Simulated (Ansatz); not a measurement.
Scan of [GeH3···H···H], doublet

Starting geometry:

| atom | x (Å) | y (Å) | z (Å) |
| --- | --- | --- | --- |
| Ge | -0.0381 | 0.0000 | 0.0000 |
| H | -0.5496 | 1.4466 | 0.0000 |
| H | -0.5496 | -0.7233 | 1.2528 |
| H | -0.5496 | -0.7233 | -1.2528 |
| H | 1.4962 | 0.0000 | 0.0000 |
| H | 2.8999 | 0.0000 | 0.0000 |

From there atom H5 is moved from one fragment to the other while all else, the fragments' distance too, stays fixed; atoms are numbered as listed. Energies are in eV, counted from the starting geometry at the same level.

Basis cc-pVTZ; Ansatz 0.2.0. Only valence electrons are correlated (noble-gas cores and the filled d shells of p-block atoms frozen). R marks a restricted (for open shells ROHF) determinant, U an unrestricted one. Active spaces: valence = (9e, 9o) chosen from the atoms' valence shells. No spin–orbit coupling is included, and no scalar relativity.

For open shells CISD is restricted-active-space CI with the open shells as a complete middle space. Runs in a small pair space aren't shown, since their orbitals change along the scan.

Full CI isn't at hand for all of this; UCCSDT(Q) serves as the reference, and is uncertain by the last step of the cluster series or more. The frozen core follows each run's orbitals, which can shift R against U totals by a few meV for light atoms and by up to 0.1 eV past Ca.

```json
{"distance Ge1-H5 (Å)": "1.534", "UCCSDT(Q)": "0.000", "curve A": "0.000", "curve B": "0.000", "curve C": "0.000", "curve D": "0.000"}
{"distance Ge1-H5 (Å)": "1.628", "UCCSDT(Q)": "-0.008", "curve A": "-0.004", "curve B": "0.022", "curve C": "0.104", "curve D": "0.063"}
{"distance Ge1-H5 (Å)": "1.817", "UCCSDT(Q)": "-0.032", "curve A": "-0.025", "curve B": "0.060", "curve C": "0.407", "curve D": "0.199"}
{"distance Ge1-H5 (Å)": "2.005", "UCCSDT(Q)": "-0.383", "curve A": "-0.367", "curve B": "-0.312", "curve C": "0.014", "curve D": "-0.099"}
{"distance Ge1-H5 (Å)": "2.193", "UCCSDT(Q)": "-0.722", "curve A": "-0.693", "curve B": "-0.696", "curve C": "-0.497", "curve D": "-0.521"}
```

Question: The curves come from CISD, NEVPT2 (valence space), RHF, UHF. Compare each with UCCSDT(Q) and say which is which.

Answer: A: NEVPT2 (valence space), B: CISD, C: RHF, D: UHF. Spread of the error against UCCSDT(Q), over the points where both stand: A 0.029, B 0.092, C 0.439, D 0.284 eV.
